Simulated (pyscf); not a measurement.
One four-centre exchange on the singlet surface with elements of a group swapped. CCSD(T)/def2-TZVPP + ΔMP2(QZVPP), kJ/mol, from the separated reactants. Structures and frequencies: ωB97X-D3(BJ)/def2-SVP in PySCF. MP2 and CC: frozen core, UHF for open shells. ΔMP2 is the change of the MP2 total energy from the triple- to the quadruple-zeta basis.

| step | barrier | reaction energy | imaginary mode (i cm⁻¹) |
|---|---|---|---|
| BH₃ + F–SiH₃ → H₂B–F + SiH₄ | 46.5 | -24.1 | 351 |
| BH₃ + H₃Si–Cl -> H₂B–Cl + SiH₄ | ? | ? | 329 |

### Question
Complete the blanks.

### Answer

- BH₃ + H₃Si–Cl -> H₂B–Cl + SiH₄, barrier: 43.6
- BH₃ + H₃Si–Cl -> H₂B–Cl + SiH₄, reaction energy: -12.2

Row 1: On the reactant side the descent ends in a complex, 18.2 kJ/mol under the separated species and 55.1 kJ/mol under the saddle at ωB97X-D3(BJ)/def2-TZVP. Row 2: On the reactant side the descent ends in a complex, 26.9 kJ/mol under the separated species and 60.4 kJ/mol under the saddle at ωB97X-D3(BJ)/def2-TZVP. Each row is the saddle that its search found. The CCSD(T) − MP2 part came from Ansatz, without density fitting, on the same reference.
